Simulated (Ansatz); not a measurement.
# H3NOSi: composite energy at a relaxed geometry, by script

The task is a composite energy at a relaxed geometry, for H3NOSi.

All numbers are computed with the Python package of Ansatz 0.2.0. The levels of theory stand in the script.

### Step 1. Starting point

Bond lengths: N1–Si2 1.634 Å, Si2–O3 1.627 Å, N1–H4 1.005 Å, N1–H5 1.052 Å, O3–H6 0.966 Å. Angles: N1–Si2–O3 99.4°, Si2–N1–H4 110.4°, Si2–N1–H5 111.4°, H4–N1–H5 99.5°, Si2–O3–H6 117.3°.

h3nosi.xyz, read by the script:

```xyz
6

N    -0.82130   -0.00760   -0.26250
Si    0.63740   -0.61580   -0.67930
O     1.48890   -0.19640    0.64190
H    -1.47740   -0.12640   -1.01390
H    -0.79990    1.04360   -0.21500
H     1.01450   -0.16120    1.48260
```

### Step 2. The code

The input, composite.py:

```python
# -*- coding: utf-8 -*-
import itertools

import ansatz as az
from ase.data import atomic_numbers, covalent_radii
import numpy as np

BASIS_SET = "def2-SVP"
FUNCTIONAL = "pbe0"

system = az.Crystal.molecule_from_extxyz("h3nosi.xyz")

setup = system.calculation()
setup = setup.basis(gaussian=BASIS_SET)
setup = setup.functional(FUNCTIONAL)
symbols = [site.symbol for site in system.cartesian_sites]
start = np.array([site.position_ang for site in system.cartesian_sites], dtype=float)
rep = setup.relax(force_tolerance=0.01).run(threads=1).report
end = np.array(rep["positions_ang"])
radius = [covalent_radii[atomic_numbers[s]] for s in symbols]
span = lambda where, i, j: np.linalg.norm(where[i] - where[j])
bonded = [(i, j) for i, j in itertools.combinations(range(len(symbols)), 2) if min(span(start, i, j), span(end, i, j)) < 1.2 * (radius[i] + radius[j])]
print("pair        before    after (A)")
for i, j in bonded:
    print(f"{symbols[i]}{i}-{symbols[j]}{j}".ljust(10), f"{span(start, i, j):8.4f} {span(end, i, j):8.4f}")
for first, second in list(itertools.combinations(bonded, 2)):
    shared = set(first) & set(second)
    if shared and symbols[(j := shared.pop())] != "H":
        i, k = sorted((set(first) | set(second)) - {j})
        u, v = end[i] - end[j], end[k] - end[j]
        angle = np.degrees(np.arccos(np.clip(u @ v / np.linalg.norm(u) / np.linalg.norm(v), -1, 1)))
        print(f"final angle {symbols[i]}{i}-{symbols[j]}{j}-{symbols[k]}{k}: {angle:.2f} deg")

minimum = az.Crystal.molecule()
for symbol, place in zip(symbols, end):
    minimum = minimum.atom(symbol, place.tolist())
at_minimum = minimum.calculation()
level = lambda method, basis: at_minimum.basis(gaussian=basis).correlation(method).run(threads=1).report
small, large, cluster = level("mp2", "cc-pVDZ"), level("mp2", "cc-pVTZ"), level("ccsd_t", "cc-pVDZ")
corr = lambda each: (each["free_energy_ev"] - each["reference_energy_ev"]) / 27.211386246
mp2_limit = (27 * corr(large) - 8 * corr(small)) / 19
pieces = {"HF / cc-pVTZ": large["reference_energy_ev"] / 27.211386246, "MP2 correlation, DZ-TZ limit": mp2_limit, "CCSD(T) - MP2 / cc-pVDZ": corr(cluster) - corr(small)}
for name, value in pieces.items():
    print(f"{name:32s} {value:14.6f} Ha")
print(f"{'sum':32s} {sum(pieces.values()):14.6f} Ha")
print("T1 diagnostic", round(cluster["correlation"]["coupled_cluster"]["t1_diagnostic"], 4))
```

### Step 3. The calls as engine input

The engine receives this input (first run):

```yaml
crystal:
  periodic: [false, false, false]
  atoms:
    - { symbol: "N", position_ang: [-0.8213, -0.0076, -0.2625] }
    - { symbol: Si, position_ang: [0.6374, -0.6158, -0.6793] }
    - { symbol: O, position_ang: [1.4889, -0.1964, 0.6419] }
    - { symbol: H, position_ang: [-1.4774, -0.1264, -1.0139] }
    - { symbol: H, position_ang: [-0.7999, 1.0436, -0.215] }
    - { symbol: H, position_ang: [1.0145, -0.1612, 1.4826] }
basis:
  gaussian:
    orbitals: def2-SVP
hamiltonian:
  xc: pbe0
relax:
  f_tol: 0.01
```

### Step 4. Launch

Run with:

```sh
python composite.py
```

Standard output:

```text
pair        before    after (A)
N0-Si1       1.6345   1.7286
N0-H3        1.0046   1.0153
N0-H4        1.0525   1.0174
Si1-O2       1.6268   1.6745
O2-H5        0.9660   0.9640
final angle Si1-N0-H3: 120.31 deg
final angle Si1-N0-H4: 128.53 deg
final angle N0-Si1-O2: 101.95 deg
final angle H3-N0-H4: 111.16 deg
final angle Si1-O2-H5: 121.04 deg
HF / cc-pVTZ                        -420.107881 Ha
MP2 correlation, DZ-TZ limit          -0.610970 Ha
CCSD(T) - MP2 / cc-pVDZ               -0.038187 Ha
sum                                 -420.757038 Ha
T1 diagnostic 0.0152
```

Run time: 22 s. Hardware: 1 thread of Arm Neoverse V1, shared host; peak memory 0.27 GiB.

### Step 5. How the relaxation of run 0 went

The steps of the relaxation:

```
step  energy from step 1 (eV)  largest force component (eV/Å)
   1                   0.0000                          3.1687
   2                  -0.3628                          2.5742
   3                  -0.5329                          1.5372
   4                  -0.6943                          0.4653
   5                  -0.6483                          0.5984
   6                  -0.7120                          0.1481
   7                  -0.7136                          0.0795
   8                  -0.7123                          0.0687
   9                  -0.7146                          0.0247
  10                  -0.7147                          0.0035
```

Step 1 is the start. Steps 5, 8 were tried and not accepted.

Before: Bond lengths: N1–Si2 1.634 Å, Si2–O3 1.627 Å, N1–H4 1.005 Å, N1–H5 1.052 Å, O3–H6 0.966 Å. Angles: N1–Si2–O3 99.4°, Si2–N1–H4 110.4°, Si2–N1–H5 111.4°, H4–N1–H5 99.5°, Si2–O3–H6 117.3°.

After: Bond lengths: N1–Si2 1.729 Å, Si2–O3 1.675 Å, N1–H4 1.015 Å, N1–H5 1.017 Å, O3–H6 0.964 Å. Angles: N1–Si2–O3 102.0°, Si2–N1–H4 120.3°, Si2–N1–H5 128.5°, H4–N1–H5 111.2°, Si2–O3–H6 121.0°.

Run 0 is this relaxation; the runs after it count from 1.

### Step 6. The runs side by side

From the records of these 3 runs:

| run | basis | method | energy (eV) | iterations in all | CPU time (s) |
| --- | --- | --- | --- | --- | --- |
| 1 | cc-pVDZ | mp2 | -11441.8352 | 11 | 0.44 |
| 2 | cc-pVTZ | mp2 | -11446.9942 | 12 | 1.9 |
| 3 | cc-pVDZ | ccsd_t | -11442.8743 | 17 | 1.4 |

### Step 7. What came out

| quantity | value |
| --- | --- |
| T1 diagnostic | 0.0152 |
| composite energy | -420.757038 Ha |
| runs compared | 3 |

What this shows: All 3 runs converged (11 to 17 cycles). A T1 diagnostic under about 0.02 supports a single-reference treatment, as here. Run 0: After 7 moves the largest shift is 0.556 Å, of atom 5 (H). Caveats:
- The sum leaves out core correlation, relativity, the Hartree-Fock basis error and zero-point energy; a DZ-TZ extrapolation is rough.
- Inner cores stay frozen, so this is valence correlation.
- For Al to Cl the sets with a tight d function, cc-pV(X+d)Z, are usual.
